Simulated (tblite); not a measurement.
C4H8NS (doublet state).
Bonds: C1–C2, C2–N3, N3–C4, C4–C5, C4–S6 (double). Hydrogens: H7, H8, H9 on C1; H10, H11 on C2; H12, H13, H14 on C5.

The geometry is computed with GFN2-xTB (gas phase). This method treats the open shell by occupation alone, without spin polarisation.

**Question.** What internal coordinates does the optimisation give?

**Answer.** 
```csv
bond,length (pm),order
C1–C2,152.8,single
C2–N3,142.3,single
N3–C4,126.4,single
C4–C5,148.9,single
C4=S6,173.3,double
"C1–H7, C1–H8, C1–H9",108.8,single
"C2–H10, C2–H11",109.7,single
"C5–H12, C5–H13, C5–H14",108.8,single
```

Bonds in one row agree within 1 pm and their mean is given. Orders are formal, as drawn. A selection of angles:
```csv
angle,degrees
C2–C1–H7,110.4
H7–C1–H8,109.1
C1–C2–N3,113.4
C1–C2–H10,109.7
N3–C2–H10,110.5
N3–C2–H11,105.4
H10–C2–H11,108.3
C2–N3–C4,128.6
N3–C4–C5,120.2
N3–C4–S6,122.4
C5–C4–S6,117.4
C4–C5–H12,109.8
H12–C5–H13,109.8
H12–C5–H14,107.9
```

Torsions: C1–C2–N3–C4 67° (synclinal); C2–N3–C4–C5 179° (antiperiplanar). The mirror-image conformer, all signs reversed, is as good.

The C–C distances run from 1.489 Å (C4–C5, drawn single) to 1.528 Å (C1–C2, drawn single), a spread of 0.039 Å. C4 (carbon bonded to C, N and S) is planar (angles 122.4°, 120.2° and 117.4°, sum 360.0°, 0.00 Å off the plane of its three neighbours). N3 (nitrogen bonded to 2 C) is bent (angle 128.6°). Of the pairs four or more bonds apart, S6···H9 is among the closest relative to their van der Waals radii: 2.64 Å, 88 % of the sum of Bondi's values. The C–N distances run from 1.264 Å (N3–C4, drawn single in one of several resonance forms) to 1.423 Å (C2–N3, drawn single), a spread of 0.159 Å.

Point group: C1 (no symmetry element, even within 0.4 Å). Its GFN2-xTB frequencies are all real (lowest 66 cm⁻¹).

The run took 2.5 s of wall time on one thread, Intel Xeon at 2.50 GHz (x86_64), no GPU, shared host. This is the geometry optimisation.
